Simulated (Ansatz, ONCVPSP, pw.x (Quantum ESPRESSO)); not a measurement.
What a changed setting does to a pw.x run (fcc Al)

Potential: optimised norm-conserving Vanderbilt (ONCV), ONCVPSP 4.0.1.1 (patched build), PBEsol; core [Ne], reference 3s2 3p1; waves: 3s: rc 1.86 bohr, ncon 5, nbas 9, qcut 3.5 1/bohr, local; 3p: rc 2.20 bohr, ncon 4, nbas 9, qcut 4.3 1/bohr, 1 projector; d scattering state at 0.03 Ha: rc 1.95 bohr, ncon 5, nbas 9, qcut 4.7 1/bohr, 2 projectors, debl 3 Ha; local part: the s channel; core correction: none.

The reference run (k-mesh 14³, cutoffs 35/140 Ry, Fermi–Dirac 0.01 Ry, mixing_beta 0.4, conv_thr 1e-9, no spin) gives -0.30 GPa at 16.207 Å³/atom, where all-electron LAPW gives -0.16 GPa. This run, with its own iteration cap, changes smearing to mv.

```
&control
  calculation='scf', prefix='x', pseudo_dir='./', outdir='./tmp', tstress=.true., disk_io='none'
/
&system
  ibrav=0, nat=1, ntyp=1, ecutwfc=35, ecutrho=140, nbnd=8,
  occupations='smearing', smearing='mv', degauss=0.01
/
&electrons
  conv_thr=1e-09, mixing_beta=0.4, electron_maxstep=60
/
ATOMIC_SPECIES
Al 1.0 Al.UPF
CELL_PARAMETERS angstrom
  0.00000000 2.00858807 2.00858807
  2.00858807 0.00000000 2.00858807
  2.00858807 2.00858807 0.00000000
ATOMIC_POSITIONS crystal
Al 0.0000 0.0000 0.0000
K_POINTS automatic
14 14 14 0 0 0
```

```bash
pw.x < Al.scf.in > Al.scf.out
```

Question: How does the run end?

Answer: It converges in 6 iterations; the free energy moves by +14.7 meV/atom and the pressure by -0.23 GPa. This scheme is built to cancel the term in the square of the width that Fermi–Dirac smearing leaves in the F of a metal.

```
Message from routine setup:
     using ibrav=0 with symmetry is DISCOURAGED, use correct ibrav instead
     lattice parameter (alat)  =       5.3679  a.u.
     unit-cell volume          =     109.3703 (a.u.)^3
     number of electrons       =         3.00
     number of Kohn-Sham states=            8
     kinetic-energy cutoff     =      35.0000  Ry
     charge density cutoff     =     140.0000  Ry
     scf convergence threshold =      1.0E-09
     Exchange-correlation= PBESOL
     number of k points=   104  Marzari-Vanderbilt smearing, width (Ry)=  0.0100
     iteration #  1     ecut=    35.00 Ry     beta= 0.40
     total energy              =      -4.16454565 Ry
     estimated scf accuracy    <       0.00582437 Ry
     iteration #  2     ecut=    35.00 Ry     beta= 0.40
     total energy              =      -4.16439110 Ry
     estimated scf accuracy    <       0.00195852 Ry
     iteration #  3     ecut=    35.00 Ry     beta= 0.40
     total energy              =      -4.16441879 Ry
     estimated scf accuracy    <       0.00000190 Ry
     iteration #  4     ecut=    35.00 Ry     beta= 0.40
     total energy              =      -4.16441951 Ry
     estimated scf accuracy    <       0.00000045 Ry
     iteration #  5     ecut=    35.00 Ry     beta= 0.40
     total energy              =      -4.16441953 Ry
     estimated scf accuracy    <          3.3E-09 Ry
     iteration #  6     ecut=    35.00 Ry     beta= 0.40
     the Fermi energy is     8.0275 ev
!    total energy              =      -4.16441953 Ry
     estimated scf accuracy    <          1.9E-10 Ry
     smearing contrib. (-TS)   =       0.00001958 Ry
     The total energy is F=E-TS. E is the sum of the following terms:
     one-electron contribution =       2.87543237 Ry
     hartree contribution      =       0.00816437 Ry
     xc contribution           =      -1.61241637 Ry
     ewald contribution        =      -5.43561948 Ry
     convergence has been achieved in   6 iterations
          total   stress  (Ry/bohr**3)                   (kbar)     P=       -5.32
     Message from routine punch:
     Nothing written, as per user request (disk_io='none')
```

The run took about 2.5 s on one core of a shared host (AMD EPYC 9R45 96-Core Processor, 96 threads, 376 GiB, load 23).
